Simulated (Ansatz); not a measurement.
Compare A (`C=NC(=C)C`) with its isomer B (`CC1(C)C=N1`).

Program: Ansatz. Geometries: PBE0-D4/def2-TZVP. ΔE: electronic, gas phase. CCSD(T)/CBS adds triple-zeta CCSD(T) − MP2 to the extrapolated MP2 energy (def2 sets, frozen cores). Functionals use def2-TZVPP. B3LYP here is the variant with VWN-RPA as its local correlation; programs differ in this. One conformer a species, not always the lowest.

Q: Which is lower in electronic energy at CCSD(T)/CBS, and by how much? (An estimate is asked.)

A: Computed: A, by 16.0 kcal/mol.

Q: Give E(B) − E(A) in kcal/mol with B2PLYP, r2SCAN-D4, CCSD/def2-TZVPP, HF/def2-TZVPP, B3LYP, MP2/def2-TZVPP, PBE-D4. (Best estimate.)

A: The calculation gave: B2PLYP 17.8, r2SCAN-D4 16.2, CCSD/def2-TZVPP 16.2, HF/def2-TZVPP 21.1, B3LYP 19.7, MP2/def2-TZVPP 13.3, PBE-D4 15.8. None reverses the order clearly.

Largest T1 diagnostic: 0.012.

From PBE to PBE0 (25 % exact exchange), in def2-TZVPP and without D4, E(B) − E(A) moves by −0.9 kcal/mol. In def2-TZVPP, CCSD(T) changes the Hartree–Fock value by −5.1 kcal/mol (the triples alone add −0.2 kcal/mol) and MP2 by −7.9 kcal/mol.
